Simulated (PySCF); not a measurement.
One molecule, one basis, several functionals.

Compound: SO₂.
SMILES: `O=S=O`

PySCF, pcSseg-2 basis, density fitting, gas phase, PBE0-D3(BJ)/def2-SVP geometry. One functional is left out:

```tsv
functional	exact exchange (%)	HOMO energy (eV)	LUMO energy (eV)	dipole moment (D)
B97-D	0	-8.01	-4.51	1.745
BLYP	0	-7.91	-4.42	1.785
BP86	0	-8.10	-4.62	1.737
LDA	0	-8.19	-4.75	1.761
OPBE	0	-7.92	-4.47	1.610
PBE	0	-7.98	-4.52	1.712
B3LYP	20	-9.36	-3.89	1.921
PBE0	25	-9.58	-3.64	1.881
```

Problem. Predict the row of mPW1PW91 (25 % exact exchange) by straight lines through the other rows, and check it.

Solution. 
| property | line | computed | computed − line | PBE0 (25 %), for comparison |
| --- | --- | --- | --- | --- |
| HOMO energy (eV) | -9.62 | -9.62 | 0.00 | -9.58 |
| LUMO energy (eV) | -3.67 | -3.67 | 0.00 | -3.64 |
| dipole moment (D) | 1.916 | 1.889 | -0.027 | 1.881 |

Problem. Which of these properties follows the share of exact exchange most closely, and which least?

Solution. Most closely the HOMO energy, least the dipole moment; the correlations over the tabulated rows are HOMO energy -0.990, LUMO energy 0.963, dipole moment 0.818. The HOMO energy moves by -0.642 eV for every 10 %. Functionals with the same share still differ in their other parts: at 0 % BLYP and LDA differ by 0.28 eV in it.
